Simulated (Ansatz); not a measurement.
`C=NCF`, 8 atoms. Charge 0, multiplicity 1. All runs use 2 threads of an Arm Neoverse V2 on a shared host. Correlated methods freeze the cores. Open-shell runs search over several starts.

How many basis functions does each run have, and how long does it take in Ansatz? RKS LC-ωPBE/def2-TZVPP energy; UKS r2SCAN-D4/def2-TZVPP energy of the cation; RHF-CCSD(T)/def2-TZVPP energy; RKS ωB97M-V/def2-QZVPP energy; UHF-CCSD(T)/def2-TZVPP energy of the cation; UKS B2PLYP (frozen core)/def2-TZVPP energy of the cation; RKS PBE0-D4/def2-TZVP relaxation (7 steps); RKS r2SCANh-D4/def2-TZVPP energy; RHF-CCSD(T)/def2-SVP energy; UKS ωB97X-V/def2-TZVPP energy of the cation; UKS B3LYP-D4/def2-TZVPP energy of the cation; direct RPA on PBE orbitals/def2-TZVPP energy. (Best estimate.)

Computed: Other jobs shared the machine, so times are rough.

```json
{"level": "RKS LC-ωPBE/def2-TZVPP", "job": "energy", "functions": "180", "wall time": "1.6 s", "peak host memory (GiB)": "0.22"}
{"level": "RHF-CCSD(T)/def2-SVP", "job": "energy", "functions": "76", "wall time": "1.8 s", "peak host memory (GiB)": "0.23"}
{"level": "RKS r2SCANh-D4/def2-TZVPP", "job": "energy", "functions": "180", "wall time": "3.2 s", "peak host memory (GiB)": "0.34"}
{"level": "direct RPA on PBE orbitals/def2-TZVPP", "job": "energy", "functions": "180", "wall time": "3.6 s", "peak host memory (GiB)": "0.33"}
{"level": "UKS B3LYP-D4/def2-TZVPP", "job": "energy of the cation", "functions": "180", "wall time": "5.5 s", "peak host memory (GiB)": "0.38"}
{"level": "UKS r2SCAN-D4/def2-TZVPP", "job": "energy of the cation", "functions": "180", "wall time": "8.5 s", "peak host memory (GiB)": "0.25"}
{"level": "UKS B2PLYP (frozen core)/def2-TZVPP", "job": "energy of the cation", "functions": "180", "wall time": "8.5 s", "peak host memory (GiB)": "0.42"}
{"level": "RKS ωB97M-V/def2-QZVPP", "job": "energy", "functions": "348", "wall time": "12 s", "peak host memory (GiB)": "1.1"}
{"level": "RKS PBE0-D4/def2-TZVP", "job": "relaxation (7 steps)", "functions": "148", "wall time": "16 s", "peak host memory (GiB)": "0.26"}
{"level": "UKS ωB97X-V/def2-TZVPP", "job": "energy of the cation", "functions": "180", "wall time": "25 s", "peak host memory (GiB)": "0.67"}
{"level": "RHF-CCSD(T)/def2-TZVPP", "job": "energy", "functions": "180", "wall time": "43 s", "peak host memory (GiB)": "1.9"}
{"level": "UHF-CCSD(T)/def2-TZVPP", "job": "energy of the cation", "functions": "180", "wall time": "12 min", "peak host memory (GiB)": "2.2"}
```

B3LYP here is the variant with VWN-RPA as its local correlation; programs differ in this. LC-ωPBE has ω = 0.4 bohr⁻¹.
